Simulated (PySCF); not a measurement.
## Gas-phase XPS of `C/C=C/C(C)=O`, computed

Species: C₅H₈O.
Numbering: `[CH3:1]/[CH:2]=[CH:3]/[C:4]([CH3:5])=[O:6]`

Structure used (PBE0-D3(BJ)/def2-SVP), in Å, numbered top down from 1:
```xyz
14
C5H8O angstrom
C      2.1968   -0.8404    0.2579
C      0.7630   -0.4631    0.1323
C      0.3100    0.7597   -0.1805
C     -1.1147    1.1435   -0.3096
C     -2.1826    0.1010   -0.0678
O     -1.4069    2.2838   -0.6037
H      2.4083   -1.2479    1.2607
H      2.8632    0.0154    0.0812
H      2.4551   -1.6378   -0.4594
H      0.0365   -1.2652    0.3127
H      1.0063    1.5847   -0.3665
H     -2.1341   -0.2747    0.9661
H     -3.1634    0.5597   -0.2414
H     -2.0570   -0.7624   -0.7388
```

Theory: PySCF, delta-SCF UKS SCAN, pcX-2 on the ionised atom, pcseg-1 elsewhere, spin-free X2C. These are vertical core ionisation energies against the vacuum level, from separate self-consistent calculations with and without the core hole.

Task: List the computed XPS lines with their assignment.

Result: 
```tsv
atom(s)	environment	level	binding energy (eV)	above the level's lowest (eV)	count
C3	alkene CH carbon	C 1s	290.51	0.00	1
C5	methyl carbon next to a carbonyl	C 1s	290.90	+0.39	1
C2	alkene CH carbon	C 1s	291.04	+0.53	1
C1	allylic carbon	C 1s	291.26	+0.75	1
C4	ketone carbonyl carbon	C 1s	292.99	+2.48	1
O6	ketone oxygen	O 1s	536.97	0.00	1
```

The listed C 1s values span 2.48 eV, from C3 (bonded to C (double bond), C and H) to C4 (bonded to O (double bond) and 2 C). The widest gap between neighbouring values is 1.73 eV, between 291.26 and 292.99 eV. Summing the Pauling electronegativity differences to the bonded atoms, each weighted by its formal bond order, gives -0.35 for the lowest site and +1.78 for the highest; no listed site has a larger sum than the highest. The smallest sum, -1.05, belongs to C5, 0.39 eV above the lowest.

Task: Express the binding energy of C 1s of C3 in atomic units and per mole.

Result: 290.51 eV = 10.6760 Eh = 28030 kJ/mol.

The structure is a single PBE0-D3(BJ)/def2-SVP conformer in the gas phase; no vibrational or solvent corrections.
